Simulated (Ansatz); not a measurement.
Calculated with Ansatz (gas phase, PBE0-D4/def2-TZVP geometries, no zero-point term in ΔE). CCSD(T)/CBS is the MP2 limit (def2-TZVPP, def2-QZVPP) plus CCSD(T) − MP2 in def2-TZVPP, frozen cores. Each species was taken in one conformer, which may not be the lowest.

Reaction (isomerisation): `C=C(C)C=S` → `CCC1=CS1`

```
    species  HF/def2-QZVPP energy (Eh)
`C=C(C)C=S`                 -552.54511
 `CCC1=CS1`                 -552.48937
```

Work out ΔE.

ΔE = (-552.48937) − (-552.54511) = 0.05574 Eh = +146.3 kJ/mol. CCSD(T)/CBS gives +135.4 kJ/mol.

Largest T1 diagnostic among the species: 0.015.

From PBE to PBE0 (25 % exact exchange), in def2-TZVPP and without D4, ΔE moves by −3.6 kJ/mol. In def2-TZVPP, CCSD(T) changes the Hartree–Fock value by −6.6 kJ/mol (the triples alone add +2.5 kJ/mol) and MP2 by −17.2 kJ/mol.
